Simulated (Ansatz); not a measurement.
`N[SiH2][SiH3]` + `[OH]`• → `N[SiH][SiH3]`• + H₂O  (hydrogen abstraction from the Si–H bond)

Computed with Ansatz on PBE0-D4/def2-TZVP structures; ΔE is electronic, products minus reactants. CCSD(T)/CBS adds triple-zeta CCSD(T) − MP2 to the extrapolated MP2 energy (def2 sets, frozen cores). This one scheme is used for every species. Functionals use def2-TZVPP. No spin–orbit coupling; open shells (•) take unrestricted orbitals. Each species was taken in one conformer, which may not be the lowest.

| level | ΔE (kcal/mol) |
| --- | --- |
| r2SCANh-D4 | -32.9 |
| CAM-B3LYP-D4 | -32.2 |
| ωB97M-V | -31.9 |
| PBE0 | -34.3 |
| BHLYP | -26.6 |
| HF/def2-TZVPP | -13.7 |
| SCS-MP2/def2-TZVPP | -32.6 |
| CCSD/CBS(def2) | -32.2 |

Task: What does CCSD(T)/CBS give? (An estimate is asked.)

Result: Computed: -34.0 kcal/mol. The listed levels differ from it by 1.1, 1.8, 2.1, -0.3, 7.4, 20.3, 1.4, 1.8 kcal/mol.

Largest T1 diagnostic among the species: 0.016.

From PBE to PBE0 (25 % exact exchange), in def2-TZVPP and without D4, ΔE moves by +4.7 kcal/mol. At CCSD(T), def2-SVP lies +5.9 kcal/mol from the extrapolated value and def2-TZVPP +2.2 kcal/mol. In def2-TZVPP, CCSD(T) changes the Hartree–Fock value by −18.0 kcal/mol (the triples alone add −1.8 kcal/mol) and MP2 by −23.3 kcal/mol.
